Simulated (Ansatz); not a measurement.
# Al2H+ (triplet): the correlation ladder, 6-31G

How much of the correlation energy of Al2H+ (triplet) does each wave-function method recover here?

The runs use Ansatz 0.2.0, Gaussian basis; 6-31G, core rule «outside noble gas», up to 10 orbitals frozen.

To be run: UHF; CCSD(T) on ROHF; CCSD(T) on UHF; BCCD(T) on ROHF; CISD; CCSDT(Q) on ROHF; CCSDT(Q) on UHF; CISDTQ; CCSDTQ on ROHF; CCSDTQ on UHF; CASSCF and MRCISD+Q, 6 electrons in 9 orbitals; CASSCF and MRCISD+Q(relaxed), 6 electrons in 9 orbitals; CASSCF and NEVPT2, 6 electrons in 9 orbitals; Full CI.

22 further runs of the same task are left out: 9 that didn't finish, 13 set aside as unsound or not needed.

**1. The geometry**

The geometry is a PBE0/def2-TZVP stationary point (not a proven minimum) of the parent state, kept for this charge and spin.

3 atoms, charge 1, spin multiplicity 3.

Atoms are counted from 1 here; the program's logs count them from 0.

Bond lengths: Al1–Al2 2.360 Å, Al1–H3 1.583 Å. Angles: Al2–Al1–H3 180.0°.

As a file:

```xyz
3
charge 1, multiplicity 3
Al    0.0000    0.0000    0.2591
Al    0.0000    0.0000   -2.1014
H     0.0000    0.0000    1.8423
```

**2. UHF**

Input file in.yaml:

```yaml
crystal:
  periodic: [false, false, false]
  atoms:
    - {symbol: Al, position_ang: [0.000000, 0.000000, 0.259056]}
    - {symbol: Al, position_ang: [0.000000, 0.000000, -2.101360]}
    - {symbol: H, position_ang: [0.000000, 0.000000, 1.842303]}
basis:
  gaussian: {orbitals: 6-31G}
total_charge: 1
magnetization: {spin_polarized: true, initial_magnetization: 2}
hamiltonian: {xc: hf}
output: {orbitals: {seedname: orbitals}}
```

On the command line:

```sh
> ansatz run in.yaml --threads 1 --pin off --events-out ev --progress --plain --max-ram 2393MiB
```

Further steps of the session: CCSD(T) on ROHF; CCSD(T) on UHF; BCCD(T) on ROHF; CISD; CCSDT(Q) on ROHF; CCSDT(Q) on UHF; CISDTQ; CCSDTQ on ROHF; CCSDTQ on UHF; CASSCF and MRCISD+Q, 6 electrons in 9 orbitals; CASSCF and MRCISD+Q(relaxed), 6 electrons in 9 orbitals; CASSCF and NEVPT2, 6 electrons in 9 orbitals; Full CI.

Q: Predict the results of all the runs planned. Wanted: FCI below the RHF energy; RMP2 from FCI; UMP2 from FCI; RCCSD from FCI; RCCSD(T) from FCI; UCCSD(T) from FCI; RCCSDT(Q) from FCI; UCCSDT(Q) from FCI; NEVPT2 valence from FCI.

**Answer**, as computed:

| quantity | value |
| --- | --- |
| FCI below the RHF energy | -1.6716 eV |
| RMP2 from FCI | +636.3 meV |
| UMP2 from FCI | +620.6 meV |
| RCCSD from FCI | +61.7 meV |
| RCCSD(T) from FCI | +24.4 meV |
| UCCSD(T) from FCI | +23.2 meV |
| RCCSDT(Q) from FCI | +0.7 meV |
| UCCSDT(Q) from FCI | +0.4 meV |
| NEVPT2 valence from FCI | +81.6 meV |
| MRCISD+Q valence from FCI | +2.9 meV |
| MRCISD+Q(relaxed) valence from FCI | -0.5 meV |
| levels within 1 kcal/mol (43 meV) | RCCSD(T), UCCSD(T), BCCD(T), RCCSDT, UCCSDT, CISDTQ, RCCSDT(Q), UCCSDT(Q), RCCSDTQ, UCCSDTQ, MRCISD valence, MRCISD+Q valence, MRCISD+Q(relaxed) valence |
| T1 diagnostic | 0.043 |
| effectively unpaired electrons | 2.04 |

**Reading.** RCCSD(T) misses by +24.4 meV, 1.5 % of the correlation energy. The occupations are near whole numbers, but T1 = 0.043 shows that the orbitals relax strongly. Of the multireference levels listed MRCISD+Q(relaxed) valence comes nearest in total energy (-0.5 meV), which doesn't show that its space is the better one. These misses are within one basis, not against nature; the frozen cores of restricted and unrestricted runs differ, which can shift their rows.
